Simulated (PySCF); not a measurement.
**CN⁺: one state, many levels of theory**

State: ³Π (triplet), unpaired electrons σ ↑, π ↑. Set-up: PySCF, no relativity, basis sets C def2-TZVPPD, N def2-TZVPPD. De refers to C⁺ + N in their high-spin ground configurations, without counterpoise correction. The functionals are run spin-unrestricted. A positive dipole points towards N; it is taken about the centre of mass and depends on that origin. Levels whose curve was spin-contaminated or gave no clean fit are not listed.

| Level | Re (Å) | ωe (cm⁻¹) | De (eV) | μ (D) | CPU s a point (SCF and correlation, without the integrals) |
| --- | --- | --- | --- | --- | --- |
| ROHF | 1.183 | 2171 | 2.20 | -2.58 | 0.94 |
| ROHF-CCSD | 1.234 | 1801 | 4.36 | n/a | n/a |
| ROHF-CCSD(T) | 1.248 | 1691 | 4.71 | n/a | 15 |
| PBE | 1.246 | 1732 | 6.07 | -1.64 | 0.9 |
| BLYP | 1.249 | 1704 | 5.78 | -1.58 | 0.57 |
| r²SCAN | 1.231 | 1809 | 5.47 | -1.97 | 3.5 |
| M06-L | 1.226 | 1837 | 5.59 | -2.02 | 1.6 |
| PBE0 | 1.226 | 1841 | 5.33 | -1.96 | 2 |
| r²SCAN0 | 1.216 | 1900 | 4.89 | -2.17 | 2 |
| M06 | 1.223 | 1848 | 5.15 | -2.03 | 1.9 |
| MN15 | 1.225 | 1857 | 5.11 | -2.14 | 2 |
| ωB97X | 1.223 | 1876 | 5.08 | -2.03 | 2.9 |

The bond length runs from 1.183 Å (ROHF) to 1.249 Å (BLYP). De spans 2.20 eV (ROHF, mean field) to 6.07 eV (PBE, GGA). Correlation at CCSD(T) changes the Hartree–Fock bond energy by +2.51 eV; the triples alone change it by +0.35 eV.

Correlated steps freeze 2 core orbitals. For an ion De counts to the pair picked by the measured ionisation energies or electron affinities, which need not be the lowest pair at this level. The CCSD T1 diagnostic is raised, a sign that a single reference may not be enough here. The state is the lowest determinant that a PBE0 search found; another state may lie lower at other levels.

The whole job (state search and all levels along the bond) took about 6.8 min on 1 thread of Arm Neoverse V2 (shared host), peak memory 1.9 GiB.
